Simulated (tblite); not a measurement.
Species: C5H8F (doublet state).
Atom-mapped SMILES: `[CH3:1][C@H:2]([F:3])[C:4]1[CH2:5][CH2:6]1` (hydrogens: H7, H8, H9 on C1; H10 on C2; H11, H12 on C5; H13, H14 on C6)

Geometry (GFN2-xTB, Å), atoms numbered from 1 in this order:
```
atom  x, y, z in Å
C1     1.9975    0.1218    0.1415
C2     0.7729   -0.5598   -0.4517
F3     0.6171   -0.0928   -1.7782
C4    -0.4491   -0.2800    0.3195
C5    -1.8756   -0.5027    0.0880
C6    -1.3310    0.8829    0.4105
H7     2.1988   -0.2888    1.1267
H8     2.8604   -0.0397   -0.4996
H9     1.8150    1.1898    0.2301
H10    0.9311   -1.6414   -0.5600
H11   -2.2164   -0.7276   -0.9169
H12   -2.4638   -0.9908    0.8539
H13   -1.5708    1.2924    1.3827
H14   -1.2867    1.6363   -0.3688
```

Computed geometry: GFN2-xTB, gas phase. This method treats the open shell by occupation alone, without spin polarisation.

Masses are those of the commonest isotopes; rigid-rotor values at the optimised geometry. The values belong to one conformer with, in the numbering `[CH3:1][C@H:2]([F:3])[C:4]1[CH2:5][CH2:6]1`, C1–C2–C4–C5 169°.

(1) What are A, B and C (MHz)?

(2) Classify the top.

(3) What does the inertial defect say?

(4) Estimate the classical rotational partition function at 10 K, 50 K and 298.15 K.

Answers

(1) Ia = 80.71, Ib = 195.70, Ic = 226.68 u·Å²; 505379 MHz·u·Å²/I gives A = 6262, B = 2582, C = 2229 MHz.

(2) An asymmetric top; Ray's κ = -0.825.

(3) Not planar: Δ = Ic − Ia − Ib = -49.73 u·Å². For a rigid frame Δ = −2 Σ m c², so Σ m c² = 24.86 u·Å² lies off the ab plane: 8.90 from hydrogen and 15.97 from heavier atoms. The atom farthest from that plane is 1.69 Å away.

(4) Point group C1, symmetry number σ = 1; q = (√π/σ)·√((kT/h)³/(ABC)), k/h = 20836.6 MHz/K: 888 at 10 K, 9930 at 50 K, 145000 at 298.15 K.

For this open shell read J as N, the rotation without spin; fine and hyperfine splittings come on top. Its GFN2-xTB frequencies are all real (lowest 27 cm⁻¹). Zero-point vibration and centrifugal distortion are left out.
